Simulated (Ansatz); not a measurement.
in.yaml

```yaml
crystal:
  periodic: [false, false, false]
  atoms:
    - {symbol: N, position_ang: [0.000000, 0.000000, 1.130338]}
    - {symbol: Al, position_ang: [0.000000, 0.000000, -0.499668]}
    - {symbol: P, position_ang: [0.000000, 0.000000, -2.759714]}
    - {symbol: H, position_ang: [0.000000, 0.000000, 2.129045]}
basis:
  gaussian: {orbitals: cc-pVDZ}
total_charge: 1
magnetization: {spin_polarized: false, initial_magnetization: 3}
correlation: {method: mp2, electrons: outside_noble_gas}
```

```sh
$ ansatz run in.yaml --threads 1 --pin off --events-out ev --progress --plain --max-ram 2393MiB
```

Log:

```
554 factors; integrals over basis functions are off by at most 1.3e-3 eV
mean field evaluation 1: about -17326.3276 eV, gradient 6.9e1 eV
mean field evaluation 2: about -17326.3307 eV, gradient 6.9e1 eV
mean field evaluation 4: about -17334.3472 eV, gradient 3.7e1 eV
mean field evaluation 8: about -17343.8678 eV, gradient 1.6e0 eV
mean field evaluation 16: about -17326.3276 eV, gradient 6.9e1 eV
mean field evaluation 32: about -17343.8812 eV, gradient 8.5e-7 eV
mean field evaluation 64: about -17340.3529 eV, gradient 2.6e1 eV
mean field -17343.88120277 eV, -637.3758780969 hartree, gradient 2.0e-6 eV, S^2 3.750000; 2 other end points of the search recorded, 0 dependent functions left out
mean field evaluation 96: about -17343.1812 eV, gradient 9.0e0 eV
11 core orbitals not correlated: weight in the atoms' cores, before any rotation towards them, 1.000 or more for the frozen orbitals, at most 0.000 for the correlated occupied ones
reference -17343.88120277 eV, -637.3758780969 hartree; 8, 5 occupied and 36, 39 virtual orbitals, 554 factors
second order -6.60783122 eV of doubles, -0.14108393 eV of singles
Total energy: -17350.63011792 eV, -637.6238961540 hartree
```

Ran on 1 thread of Arm Neoverse V2, shared host: 2.2 s wall, 0.17 GiB peak host memory.
